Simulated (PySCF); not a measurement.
CH6SSi, singlet: at the start structure of a reaction step.

run.py

```python
import json, numpy as np
from pyscf import gto, scf, dft, mp, cc
EV, BOHR = 27.211386245988, 0.529177210903
mol = gto.M(atom="""
Si -0.723456 -0.197248 0.245413
H -0.767948 -0.598431 1.676868
S -0.589055 -1.933744 -1.002819
H 0.561840 -2.370353 -0.463119
H -2.027367 0.404888 -0.132161
C 0.680773 0.997046 -0.035418
H 0.715557 1.312790 -1.079828
H 0.556948 1.883226 0.592962
H 1.639065 0.535660 0.214587
""", basis="def2-tzvpp", charge=0, spin=0, max_memory=8670, verbose=0)
def mean_field(mol, dm=None):
    mf = dft.RKS(mol, xc="bhandhlyp").density_fit()
    mf.conv_tol = 1e-9; mf.grids.level = 4
    mf.kernel(dm0=dm)
    if not mf.converged: mf = mf.newton().run(mf.mo_coeff, mf.mo_occ)
    assert mf.converged
    return mf
def d4(mol):
    from pyscf.dispersion.dftd4 import DFTD4Dispersion
    real = gto.M(atom=[(mol.atom_pure_symbol(i), mol.atom_coord(i)) for i in range(9)], unit='B', charge=mol.charge, spin=None, basis='def2-svp', verbose=0)
    r = DFTD4Dispersion(real, xc="bhlyp", atm=True).get_dispersion(grad=True); return r["energy"], r["gradient"]
def energy_and_gradient(mol, dm=None):
    mf = mean_field(mol, dm); e, g = d4(mol)
    return mf, (mf.e_tot + e) * EV, (mf.nuc_grad_method().kernel()[:9] + g) * EV / BOHR
out = {}
mf = mean_field(mol); e = d4(mol)[0]
out.update(energy=(mf.e_tot + e) * EV, converged=True, dispersion=e * EV)
out['s2'] = mf.spin_square()[0]; out['nelec'] = mol.nelec
print(f"Total energy {out['energy']:.6f} eV, <S^2> {out['s2']:.4f}")
json.dump(out, open("out.json", "w"), default=float)
```

Command:

```bash
OMP_NUM_THREADS=4 python run.py
```

It printed (PySCF 2.14):

```
Total energy -19849.434902 eV, <S^2> 0.0000
```

The run took 8.9 s on 4 CPU threads of an Arm Neoverse V2 (shared host), with 0.73 GiB of host memory at its peak.
